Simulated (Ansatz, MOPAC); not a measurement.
Reaction (SMILES): CC (C2H6) [ethane] → 2 [CH3] (CH3) (the C-C bond breaks)

Wanted: bond dissociation energy (enthalpy at 298 K), in kcal/mol. Terms: dispersion terms only where a functional's name holds one; spin-orbit terms left out; PM7 with its own dispersion and hydrogen-bond terms; non-relativistic; six Cartesian d functions in 6-31G* and its kin unless marked 5d; open shells spin-unrestricted. Ab initio and DFT rows: single points at B3LYP-D3(BJ) geometries (Ansatz, a program for electronic structure), with unscaled harmonic terms from B3LYP/6-31G* (Ansatz) at its own minima. Semi-empirical rows: MOPAC heats of formation at their own minima for 298 K.

| species | coefficient | E at B3LYP/6-31G* (Ansatz), Eh | E at PBE0/def2-TZVPD (Ansatz), Eh | H(298 K) - E, kcal/mol | heat of formation at PM7 (MOPAC), kcal/mol |
|---|---|---|---|---|---|
| CC (C2H6) | -1 | -79.83034 | -79.75036 | 49.98 | -18.20 |
| [CH3] (CH3) | +2 | -39.83826 | -39.79919 | 21.26 | 27.97 |

Measured values: Active Thermochemical Tables 1.112 (ions: stationary electron), as tabulated in the package chemicals; they hold spin-orbit and core effects, anharmonicity.  Value to compare with, the measured value: 90.0 kcal/mol. 1 Eh = 627.5095 kcal/mol.

Q: Work the quantity out at each level, and compare with the measured value.

A: 
- B3LYP/6-31G*: the sum of coefficient times E is 0.15382 Eh, or 96.52 kcal/mol; the thermal terms add -7.46. Result: 89.1 kcal/mol. Its error against the measured value is -0.9 kcal/mol.
- PBE0/def2-TZVPD: the sum of coefficient times E is 0.15198 Eh, or 95.37 kcal/mol; the thermal terms add -7.46. Result: 87.9 kcal/mol. Its error against the measured value is -2.1 kcal/mol.
- PM7: the sum of coefficient times heat of formation is 74.14 kcal/mol; it needs no thermal term. Its error against the measured value is -15.9 kcal/mol.
